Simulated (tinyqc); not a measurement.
Worked calculation: RHF in the sto-3g basis, for LiH, spin multiplicity 1. Computed by tinyqc, a small Python program that keeps every step (integrals from PySCF). Settings: charge = 0, multiplicity = 1, basis = sto-3g, energy threshold = 1e-09, iteration cap = 50, orthogonalisation = symmetric, start = core, DIIS depth = 0, damping = 0.7, method = RHF. Command: `OMP_NUM_THREADS=1 python tinyqc.py 28283 28284 out.jsonl` (the two numbers bound the seeds that draw the settings). One thread of a shared host (Intel(R) Xeon(R) Processor @ 2.60GHz), about 0.07 s of CPU time with the checks. Later iterations appear only in the table of the cycle.

## One-electron integrals

Geometry (angstrom):
```
atom        x        y        z
Li    0.00000  0.00000  0.00000
H     0.00000  0.00000  1.66000
```

Basis sto-3g: exponents (1/bohr^2) and contraction coefficients of normalised primitives:
```
element  l (shell)  exponent  coefficient
Li           s (1)  16.11958      0.15433
Li           s (1)   2.93620      0.53533
Li           s (1)   0.79465      0.44463
Li           s (2)   0.63629     -0.09997
Li           s (2)   0.14786      0.39951
Li           s (2)   0.04809      0.70012
Li           p (3)   0.63629      0.15592
Li           p (3)   0.14786      0.60768
Li           p (3)   0.04809      0.39196
H            s (1)   3.42525      0.15433
H            s (1)   0.62391      0.53533
H            s (1)   0.16886      0.44463
```

Overlap, kinetic and nuclear-attraction integrals over the contracted functions; the nuclear repulsion is the sum of Za Zb / Rab.

nuclear repulsion = 0.9563444 hartree

overlap S, lower triangle:
```
          1Li 1s   1Li 2s  1Li 2px  1Li 2py  1Li 2pz    2H 1s
1Li 1s   1.00000
1Li 2s   0.24114  1.00000
1Li 2px  0.00000  0.00000  1.00000
1Li 2py  0.00000  0.00000  0.00000  1.00000
1Li 2pz  0.00000  0.00000  0.00000  0.00000  1.00000
2H 1s    0.05850  0.38031  0.00000  0.00000  0.50116  1.00000
```

kinetic energy T (hartree), lower triangle:
```
           1Li 1s   1Li 2s  1Li 2px  1Li 2py  1Li 2pz    2H 1s
1Li 1s    3.57679
1Li 2s   -0.02024  0.10216
1Li 2px   0.00000  0.00000  0.31968
1Li 2py   0.00000  0.00000  0.00000  0.31968
1Li 2pz   0.00000  0.00000  0.00000  0.00000  0.31968
2H 1s    -0.01464  0.03821  0.00000  0.00000  0.11939  0.76003
```

nuclear attraction V (hartree), lower triangle:
```
           1Li 1s    1Li 2s   1Li 2px   1Li 2py   1Li 2pz     2H 1s
1Li 1s   -8.30166
1Li 2s   -1.04121  -1.49146
1Li 2px   0.00000   0.00000  -1.44995
1Li 2py   0.00000   0.00000   0.00000  -1.44995
1Li 2pz  -0.01496  -0.11880   0.00000   0.00000  -1.54524
2H 1s    -0.25038  -0.69475   0.00000   0.00000  -0.92716  -2.18105
```

core Hamiltonian H = T + V (hartree), lower triangle:
```
           1Li 1s    1Li 2s   1Li 2px   1Li 2py   1Li 2pz     2H 1s
1Li 1s   -4.72488
1Li 2s   -1.06145  -1.38930
1Li 2px   0.00000   0.00000  -1.13026
1Li 2py   0.00000   0.00000   0.00000  -1.13026
1Li 2pz  -0.01496  -0.11880   0.00000   0.00000  -1.22556
2H 1s    -0.26502  -0.65654   0.00000   0.00000  -0.80777  -1.42102
```

## Two-electron integrals

Functions are numbered as in S; the eight-fold symmetry (ij|kl) = (ji|kl) = (kl|ij) leaves the list below.

Two-electron integrals (ij|kl) in chemists' order, unique and non-zero (hartree):
```
(11|11) 1.68040   (21|11) 0.26542   (21|21) 0.04994   (22|11) 0.39773
(22|21) 0.09286   (22|22) 0.29056   (31|31) 0.00898   (32|31) 0.01379
(32|32) 0.06418   (33|11) 0.39664   (33|21) 0.09288   (33|22) 0.29050
(33|33) 0.31295   (41|41) 0.00898   (42|41) 0.01379   (42|42) 0.06418
(43|43) 0.01687   (44|11) 0.39664   (44|21) 0.09288   (44|22) 0.29050
(44|33) 0.27921   (44|44) 0.31295   (51|51) 0.00898   (52|51) 0.01379
(52|52) 0.06418   (53|53) 0.01687   (54|54) 0.01687   (55|11) 0.39664
(55|21) 0.09288   (55|22) 0.29050   (55|33) 0.27921   (55|44) 0.27921
(55|55) 0.31295   (61|11) 0.06251   (61|21) 0.01182   (61|22) 0.02239
(61|33) 0.02213   (61|44) 0.02213   (61|51) 0.00140   (61|52) 0.00272
(61|55) 0.02293   (61|61) 0.00306   (62|11) 0.14139   (62|21) 0.03338
(62|22) 0.10976   (62|33) 0.10418   (62|44) 0.10418   (62|51) 0.00543
(62|52) 0.03243   (62|55) 0.12083   (62|61) 0.00944   (62|62) 0.06807
(63|31) 0.00273   (63|32) 0.01256   (63|53) 0.00504   (63|63) 0.00497
(64|41) 0.00273   (64|42) 0.01256   (64|54) 0.00504   (64|64) 0.00497
(65|11) 0.17358   (65|21) 0.04142   (65|22) 0.14141   (65|33) 0.13188
(65|44) 0.13188   (65|51) 0.00843   (65|52) 0.04964   (65|55) 0.16031
(65|61) 0.01220   (65|62) 0.09617   (65|65) 0.13786   (66|11) 0.31786
(66|21) 0.07637   (66|22) 0.27533   (66|33) 0.25129   (66|44) 0.25129
(66|51) 0.01430   (66|52) 0.10375   (66|55) 0.32308   (66|61) 0.02257
(66|62) 0.21266   (66|65) 0.31221   (66|66) 0.77461
```

## Orthogonalisation

S = U s U^T; symmetric (Loewdin) form X = U s^(-1/2) U^T, so that X^T S X = 1.

eigenvalues of S: 0.36410  0.79960  1.00000  1.00000  1.17270  1.66360

X, lower triangle:
```
           1Li 1s    1Li 2s  1Li 2px  1Li 2py   1Li 2pz    2H 1s
1Li 1s    1.02317
1Li 2s   -0.12960   1.10270
1Li 2px   0.00000   0.00000  1.00000
1Li 2py   0.00000   0.00000  0.00000  1.00000
1Li 2pz  -0.00574   0.10392  0.00000  0.00000   1.13514
2H 1s     0.01005  -0.26247  0.00000  0.00000  -0.34223  1.21333
```

## Starting guess

The start is the orbitals of the core Hamiltonian; D = 2 C_occ C_occ^T.

D at the start, lower triangle:
```
           1Li 1s   1Li 2s  1Li 2px  1Li 2py  1Li 2pz    2H 1s
1Li 1s    2.04488
1Li 2s   -0.11832  0.20377
1Li 2px   0.00000  0.00000  0.00000
1Li 2py   0.00000  0.00000  0.00000  0.00000
1Li 2pz  -0.06730  0.20943  0.00000  0.00000  0.21674
2H 1s    -0.13068  0.41658  0.00000  0.00000  0.43121  0.85790
```

## Iteration 1: building the Fock matrix

J_ij = sum D_kl (ij|kl), K_ij = sum D_kl (ik|jl); F = H + J - 0.5 K; E = tr D H + tr D J / 2 - 0.25 tr D K + E_nn.

Coulomb J (hartree), lower triangle:
```
          1Li 1s   1Li 2s  1Li 2px  1Li 2py  1Li 2pz    2H 1s
1Li 1s   4.06426
1Li 2s   0.69595  1.35726
1Li 2px  0.00000  0.00000  1.31914
1Li 2py  0.00000  0.00000  0.00000  1.31914
1Li 2pz  0.02826  0.18315  0.00000  0.00000  1.42622
2H 1s    0.17246  0.66226  0.00000  0.00000  0.89205  1.90464
```

exchange K (hartree), lower triangle:
```
          1Li 1s   1Li 2s  1Li 2px  1Li 2py  1Li 2pz    2H 1s
1Li 1s   3.38286
1Li 2s   0.52651  0.32236
1Li 2px  0.00000  0.00000  0.05019
1Li 2py  0.00000  0.00000  0.00000  0.05019
1Li 2pz  0.01455  0.28940  0.00000  0.00000  0.39169
2H 1s    0.14096  0.48463  0.00000  0.00000  0.62327  1.19149
```

Fock matrix F (hartree), lower triangle:
```
           1Li 1s    1Li 2s  1Li 2px  1Li 2py   1Li 2pz     2H 1s
1Li 1s   -2.35205
1Li 2s   -0.62876  -0.19322
1Li 2px   0.00000   0.00000  0.16378
1Li 2py   0.00000   0.00000  0.00000  0.16378
1Li 2pz   0.00603  -0.08035  0.00000  0.00000   0.00482
2H 1s    -0.16305  -0.23660  0.00000  0.00000  -0.22736  -0.11213
```

total energy of this density = -7.8341567 hartree

This density is the starting one.

## Iteration 1: diagonalisation and new density

Diagonalise F' = X^T F X, C = X C', fill 2 alpha and 2 beta electrons from the bottom; D = 2 C_occ C_occ^T; the new density keeps 0.7 of the old one (damping). Each column has its largest component positive (the first on a tie).

F' = X^T F X (hartree), lower triangle:
```
          1         2        3        4         5        6
1  -2.30169
2  -0.34516   0.01728
3   0.00000   0.00000  0.16378
4   0.00000   0.00000  0.00000  0.16378
5   0.01164   0.04081  0.00000  0.00000   0.16547
6  -0.03048  -0.25692  0.00000  0.00000  -0.31379  0.14633
```

orbital energies (hartree): MO1 -2.35383, MO2 -0.24709, MO3 0.06861, MO4 0.16378, MO5 0.16378, MO6 0.55970

coefficients C:
```
              MO1       MO2       MO3       MO4      MO5       MO6
1Li 1s    0.99294  -0.15279  -0.21035   0.00000  0.00000   0.10135
1Li 2s    0.02644   0.42243   0.81084   0.00000  0.00000  -0.68979
1Li 2px   0.00000   0.00000   0.00000  -0.03889  0.99924   0.00000
1Li 2py   0.00000   0.00000   0.00000   0.99924  0.03889   0.00000
1Li 2pz  -0.00366   0.36910  -0.60635   0.00000  0.00000  -0.95529
2H 1s     0.00501   0.56134  -0.10598   0.00000  0.00000   1.15409
```

D after iteration 1, lower triangle:
```
           1Li 1s   1Li 2s  1Li 2px  1Li 2py  1Li 2pz    2H 1s
1Li 1s    2.03698
1Li 2s   -0.10580  0.25013
1Li 2px   0.00000  0.00000  0.00000
1Li 2py   0.00000  0.00000  0.00000  0.00000
1Li 2pz  -0.08313  0.24009  0.00000  0.00000  0.23347
2H 1s    -0.13995  0.43396  0.00000  0.00000  0.42615  0.78961
```

Within a degenerate level the vectors are fixed only up to a rotation; this is one choice.

## Iteration 2: building the Fock matrix

As before.

Coulomb J (hartree), lower triangle:
```
          1Li 1s   1Li 2s  1Li 2px  1Li 2py  1Li 2pz    2H 1s
1Li 1s   4.06300
1Li 2s   0.69627  1.35794
1Li 2px  0.00000  0.00000  1.32118
1Li 2py  0.00000  0.00000  0.00000  1.32118
1Li 2pz  0.02792  0.18014  0.00000  0.00000  1.42420
2H 1s    0.17241  0.65760  0.00000  0.00000  0.88413  1.87904
```

exchange K (hartree), lower triangle:
```
          1Li 1s   1Li 2s  1Li 2px  1Li 2py  1Li 2pz    2H 1s
1Li 1s   3.37774
1Li 2s   0.53342  0.33706
1Li 2px  0.00000  0.00000  0.05372
1Li 2py  0.00000  0.00000  0.00000  0.05372
1Li 2pz  0.00955  0.29375  0.00000  0.00000  0.39070
2H 1s    0.13959  0.48542  0.00000  0.00000  0.61185  1.15359
```

Fock matrix F (hartree), lower triangle:
```
           1Li 1s    1Li 2s  1Li 2px  1Li 2py   1Li 2pz     2H 1s
1Li 1s   -2.35074
1Li 2s   -0.63189  -0.19988
1Li 2px   0.00000   0.00000  0.16406
1Li 2py   0.00000   0.00000  0.00000  0.16406
1Li 2pz   0.00819  -0.08553  0.00000  0.00000   0.00329
2H 1s    -0.16241  -0.24166  0.00000  0.00000  -0.22957  -0.11878
```

total energy of this density = -7.8408344 hartree

This density is a damped mixture and is not idempotent.

## Iteration 2: diagonalisation and new density

As before.

F' = X^T F X (hartree), lower triangle:
```
          1         2        3        4         5        6
1  -2.29961
2  -0.34803   0.01147
3   0.00000   0.00000  0.16406
4   0.00000   0.00000  0.00000  0.16406
5   0.01421   0.03528  0.00000  0.00000   0.16348
6  -0.02930  -0.25846  0.00000  0.00000  -0.31291  0.14004
```

orbital energies (hartree): MO1 -2.35273, MO2 -0.25545, MO3 0.07100, MO4 0.16406, MO5 0.16406, MO6 0.55255

coefficients C:
```
              MO1       MO2       MO3      MO4       MO5       MO6
1Li 1s    0.99250  -0.15472  -0.21120  0.00000   0.00000   0.10099
1Li 2s    0.02821   0.42919   0.80935  0.00000   0.00000  -0.68729
1Li 2px   0.00000   0.00000   0.00000  0.41467   0.90997   0.00000
1Li 2py   0.00000   0.00000   0.00000  0.90997  -0.41467   0.00000
1Li 2pz  -0.00427   0.36613  -0.60675  0.00000   0.00000  -0.95618
2H 1s     0.00457   0.55891  -0.11267  0.00000   0.00000   1.15463
```

D after iteration 2, lower triangle:
```
           1Li 1s   1Li 2s  1Li 2px  1Li 2py  1Li 2pz    2H 1s
1Li 1s    2.03128
1Li 2s   -0.09710  0.28609
1Li 2px   0.00000  0.00000  0.00000
1Li 2py   0.00000  0.00000  0.00000  0.00000
1Li 2pz  -0.09472  0.26228  0.00000  0.00000  0.24387
2H 1s    -0.14713  0.44778  0.00000  0.00000  0.42107  0.74017
```

Within a degenerate level the vectors are fixed only up to a rotation; this is one choice.

## Convergence

Stop when the energy changes by less than 1e-09 hartree and every element of the error matrix X^T (F D S - S D F) X is below 9e-06.

Course of the cycle:
```
iteration  E (hartree)     change  largest element of the error matrix
1           -7.8341567          -                             1.88e-01
2           -7.8408344  -6.68e-03                             1.39e-01
3           -7.8458574  -5.02e-03                             1.02e-01
4           -7.8495775  -3.72e-03                             7.55e-02
5           -7.8523032  -2.73e-03                             5.57e-02
6           -7.8542850  -1.98e-03                             4.10e-02
7           -7.8557182  -1.43e-03                             3.02e-02
8           -7.8567506  -1.03e-03                             2.23e-02
9           -7.8574922  -7.42e-04                             1.64e-02
10          -7.8580240  -5.32e-04                             1.21e-02
11          -7.8584048  -3.81e-04                             8.87e-03
12          -7.8586773  -2.72e-04                             6.52e-03
13          -7.8588722  -1.95e-04                             4.78e-03
14          -7.8590116  -1.39e-04                             3.51e-03
...                ...        ...                                  ...
37          -7.8593624  -7.15e-08                             7.83e-05
38          -7.8593625  -5.18e-08                             6.72e-05
39          -7.8593625  -3.76e-08                             5.77e-05
40          -7.8593625  -2.73e-08                             4.96e-05
41          -7.8593626  -1.98e-08                             4.26e-05
42          -7.8593626  -1.44e-08                             3.65e-05
43          -7.8593626  -1.05e-08                             3.14e-05
44          -7.8593626  -7.61e-09                             2.69e-05
45          -7.8593626  -5.54e-09                             2.31e-05
46          -7.8593626  -4.03e-09                             1.99e-05
47          -7.8593626  -2.94e-09                             1.71e-05
48          -7.8593626  -2.14e-09                             1.47e-05
49          -7.8593626  -1.56e-09                             1.26e-05
50          -7.8593626  -1.14e-09                             1.08e-05
```

PySCF RHF in the same basis = -7.8593626 hartree

Not converged within the cap of 50 iterations: the residual falls steadily but slowly, by a factor of about 0.86 a step. Reruns (cap 100 unless said): DIIS 8: converged in 7; damping 0.5: converged in 30; level shift 0.5: converged in 37; atomic densities as start, DIIS 8: converged in 8; the original settings with a cap of 400: converged in 51.
